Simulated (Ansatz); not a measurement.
# A basis-limit estimate, worked out

An elementary step of CH$_{5}$O, doublet (CH₄O ([CH3][OH]) + H → CH₃O ([CH3][O]) + H₂; bonds formed: H1–H4; bonds broken: H1–O2). “Start” is the structure reached by relaxing down from the saddle towards the reactants; PBE0-D4/def2-TZVP structures. The saddle:

```xyz
7
angstrom
H -0.7386 -1.1547 0.3981
O -0.0348 -0.7605 -0.5445
C 0.3906 0.5342 -0.2715
H -1.2101 -1.2909 1.1315
H 1.0254 0.5995 0.6201
H -0.4352 1.2517 -0.1972
H 1.0026 0.8209 -1.1366
```

Computed with Ansatz 0.2.0 (basis: def2-TZVPP and def2-QZVPP); correlated methods freeze the cores; orbitals are unrestricted.

Energies in eV:

| quantity | saddle | start |
| --- | --- | --- |
| Hartree–Fock, triple zeta (X = 3) | -3144.50715 | -3145.48641 |
| Hartree–Fock, quadruple zeta (X = 4) | -3144.67054 | -3145.65328 |
| MP2 correlation, X = 3 | -11.53795 | -11.62808 |
| MP2 correlation, X = 4 | -12.38222 | -12.49039 |
| CCSD(T) correlation, X = 3 | -12.85762 | -12.54198 |

Task: Work out the barrier at the basis limit: extrapolate Hartree–Fock as E(X) = E∞ + A exp(−7.88 √X) and the MP2 correlation as E(X) = E∞ + B X^−2.97 (the exponents that Neese and Valeev fitted for def2-TZVPP and QZVPP), then add CCSD(T) − MP2 in triple zeta.

Result: Each step is linear, so take the differences first (saddle − start): Hartree–Fock 0.97926 (X = 3) and 0.98274 (X = 4); MP2 correlation 0.09013 and 0.10817; CCSD(T) correlation -0.31564.
Two points give E∞ = E(4) + w [E(4) − E(3)], with w = 1/(exp(7.88 (2 − √3)) − 1) = 0.1377 for Hartree–Fock and w = 1/((4/3)^2.97 − 1) = 0.7407 for the correlation.
Hartree–Fock: 0.98274 + 0.1377 × 0.00348 = 0.9832 eV.
MP2 correlation: 0.10817 + 0.7407 × 0.01804 = 0.1215 eV.
CCSD(T) − MP2: -0.31564 − 0.09013 = -0.4058 eV.
Sum: 0.9832 + 0.1215 + (-0.4058) = 0.6989 eV, or 16.12 kcal/mol. Plain CCSD(T) in triple zeta gives 0.6636 eV, so the larger basis shifts the result by 0.0353 eV.

No T1 diagnostic of these runs exceeds 0.023. ⟨S²⟩ of the unrestricted Hartree–Fock references: 0.75 to 0.79 (a pure state has 0.75).

Labels in which every atom is bracketed show which atoms are joined, not bond orders.

For scale, one of the runs: CCSD(T)/def2-TZVPP, 132 basis functions (an equivalent command: `ansatz run in.yaml --threads 2`). Hardware: 2 CPU threads, shared host. Wall time 28 s; peak host memory 1.6 GiB.
